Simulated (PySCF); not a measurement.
**Atomic charges against the basis set**

Compound: C₃H₈O.
Cartesian coordinates in Å at the PBE0-D3(BJ)/def2-SVP level; atoms count from 1:
```
atom  x, y, z in Å
C1    -1.4932    0.0826    0.2654
C2    -0.1863    0.0883   -0.5100
C3     1.0163   -0.2834    0.3429
O4     2.2142   -0.3438   -0.3827
H5    -1.7103   -0.9174    0.6753
H6    -1.4626    0.7857    1.1136
H7    -2.3435    0.3693   -0.3708
H8    -0.2353   -0.6125   -1.3602
H9    -0.0163    1.0896   -0.9479
H10    1.0898    0.4157    1.2029
H11    0.8654   -1.2865    0.7757
H12    2.3773    0.5297   -0.7531
```

PBE0 throughout (PySCF), one geometry, spherical d and f functions. Isolated species at its PBE0-D3(BJ)/def2-SVP geometry (one conformer only). Atoms taken as equivalent share a column and are averaged. The first 7 of 8 kinds of atom are listed.

Mulliken charges (e):

```csv
basis,functions,C1,C2,C3,O4,H5/H6/H7,H8/H9,H10/H11
pcSseg-0,52,-0.651,-0.576,-0.087,-0.670,+0.233,+0.239,+0.222
cc-pVDZ,96,-0.100,-0.137,+0.110,-0.276,+0.045,+0.035,+0.029
pcSseg-1,108,-0.302,-0.322,+0.067,-0.449,+0.116,+0.116,+0.103
aug-cc-pVDZ,164,+0.402,+0.403,+0.936,-0.517,-0.125,-0.209,-0.271
IGLO-III,220,-0.364,-0.205,-0.082,-0.423,+0.116,+0.113,+0.111
cc-pVTZ,232,-0.308,-0.182,+0.029,-0.327,+0.098,+0.085,+0.064
```

IAO charges (e):

| basis | functions | C1 | C2 | C3 | O4 | H5/H6/H7 | H8/H9 | H10/H11 |
| --- | --- | --- | --- | --- | --- | --- | --- | --- |
| pcSseg-0 | 52 | -0.424 | -0.289 | -0.070 | -0.506 | +0.143 | +0.138 | +0.130 |
| cc-pVDZ | 96 | -0.411 | -0.261 | -0.036 | -0.536 | +0.136 | +0.127 | +0.120 |
| pcSseg-1 | 108 | -0.411 | -0.264 | -0.037 | -0.545 | +0.137 | +0.128 | +0.123 |
| aug-cc-pVDZ | 164 | -0.422 | -0.267 | -0.040 | -0.564 | +0.141 | +0.131 | +0.126 |
| IGLO-III | 220 | -0.425 | -0.270 | -0.041 | -0.565 | +0.142 | +0.132 | +0.127 |
| cc-pVTZ | 232 | -0.425 | -0.270 | -0.039 | -0.558 | +0.141 | +0.132 | +0.125 |

Hirshfeld charges (e):

```json
{"basis": "pcSseg-0", "functions": "52", "C1": "-0.100", "C2": "-0.060", "C3": "+0.014", "O4": "-0.240", "H5/H6/H7": "+0.036", "H8/H9": "+0.028", "H10/H11": "+0.030"}
{"basis": "cc-pVDZ", "functions": "96", "C1": "-0.107", "C2": "-0.071", "C3": "+0.002", "O4": "-0.221", "H5/H6/H7": "+0.038", "H8/H9": "+0.032", "H10/H11": "+0.030"}
{"basis": "pcSseg-1", "functions": "108", "C1": "-0.112", "C2": "-0.076", "C3": "+0.001", "O4": "-0.233", "H5/H6/H7": "+0.040", "H8/H9": "+0.034", "H10/H11": "+0.035"}
{"basis": "aug-cc-pVDZ", "functions": "164", "C1": "-0.120", "C2": "-0.085", "C3": "-0.008", "O4": "-0.229", "H5/H6/H7": "+0.043", "H8/H9": "+0.039", "H10/H11": "+0.038"}
{"basis": "IGLO-III", "functions": "220", "C1": "-0.120", "C2": "-0.084", "C3": "-0.008", "O4": "-0.230", "H5/H6/H7": "+0.043", "H8/H9": "+0.039", "H10/H11": "+0.038"}
{"basis": "cc-pVTZ", "functions": "232", "C1": "-0.117", "C2": "-0.080", "C3": "-0.005", "O4": "-0.228", "H5/H6/H7": "+0.041", "H8/H9": "+0.037", "H10/H11": "+0.035"}
```

Some averages cover members that differ in this geometry, most widely: H8/H9, Mulliken in aug-cc-pVDZ -0.248 to -0.170; H10/H11, Mulliken in aug-cc-pVDZ -0.303 to -0.239; H5/H6/H7, Mulliken in aug-cc-pVDZ -0.149 to -0.111; H10/H11, Mulliken in cc-pVTZ +0.045 to +0.083 e.

**Question.** Which scheme is steadiest as the basis changes?

**Answer.** Largest range over the bases for any column: Hirshfeld 0.03 e, IAO 0.06 e, Mulliken 1.05 e. Hirshfeld charges move least and Mulliken charges most, counted in e.

**Question.** How much do the charges still move between the two largest bases, IGLO-III and cc-pVTZ?

**Answer.** At most, over all atoms: Mulliken 0.112 e, IAO 0.007 e, Hirshfeld 0.004 e.

**Question.** What do the same runs give for the total energy, the frontier levels and the dipole moment?

**Answer.** 
```
      basis  energy (Eh)  HOMO (eV)  LUMO (eV)  μ (D)
   pcSseg-0    -193.6576      -7.45       2.04   2.05
    cc-pVDZ    -194.1307      -7.46       1.87   1.54
   pcSseg-1    -194.1001      -7.71       1.41   1.71
aug-cc-pVDZ    -194.1498      -7.80      -0.09   1.69
   IGLO-III    -194.2065      -7.81       0.69   1.68
    cc-pVTZ    -194.1945      -7.71       1.16   1.59
```

The dipole is fixed by the density alone, so its range of 0.51 D shows that the density itself changes with the basis, not only its division among atoms.
